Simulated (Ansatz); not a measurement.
**How far each method lies from UCCSDT(Q) for HGa–C–O, triplet**

Geometry: a PBE0/def2-TZVP stationary point for this spin, not checked as a minimum.

```xyz
4

Ga    0.0000   -0.0426    0.7222
C     0.0000    0.1356   -1.2030
O     0.0000    0.0054   -2.3455
H     0.0000    1.2439    1.6068
```

Basis cc-pVDZ; Ansatz 0.2.0. Only valence electrons are correlated (noble-gas cores and the filled d shells of p-block atoms frozen), which leaves 14 electrons in 44 orbitals. Prefix R: restricted or restricted open-shell reference; prefix U: unrestricted. Active spaces: frontier = (10e, 10o) about the gap. No spin–orbit coupling is included, and no scalar relativity.

Full CI isn't at hand for all of this; UCCSDT(Q) serves as the reference, and is uncertain by the last step of the cluster series or more. The frozen core follows each run's orbitals, which can shift R against U totals by a few meV for light atoms and by up to 0.1 eV past Ca.

* UHF ⟨S²⟩: 2.016
* T1 diagnostic (RCCSD): 0.0256
* largest doubles amplitude (RCCSD): 0.061
* T1 diagnostic (UCCSD): 0.0237

```json
{"level": "UMP2", "E − E(UHF) (eV)": "-9.2685"}
{"level": "UCCSD", "E − E(UHF) (eV)": "-9.7381"}
{"level": "UCCSD(T)", "E − E(UHF) (eV)": "-10.1152"}
```

Problem. Estimate how far UCCSDT(Q) in cc-pVDZ lies from UCCSD(T). The table doesn't fix it; the size of (T) and the diagnostics are the guide.

Solution. UCCSDT(Q) in cc-pVDZ lies 1.61 kcal/mol below UCCSD(T), which is 19 % of the (T) step (-8.70 kcal/mol). The diagnostics are small and the rest is a small part of (T), but (T) is large here. The miss exceeds 1 kcal/mol.

The other levels:

```
 level  E − E(UCCSDT(Q)) (kcal/mol)  wall time
UCCSDT                         0.91          –
```

Run but not shown, since their state, orbitals or frozen core can't be matched to the reference's or they repeat it: RHF, RMP2, RCCSD, RCCSD(T), BCCD(T), RCCSDT, RCCSDT(Q), CASSCF (frontier space), NEVPT2 (frontier space).
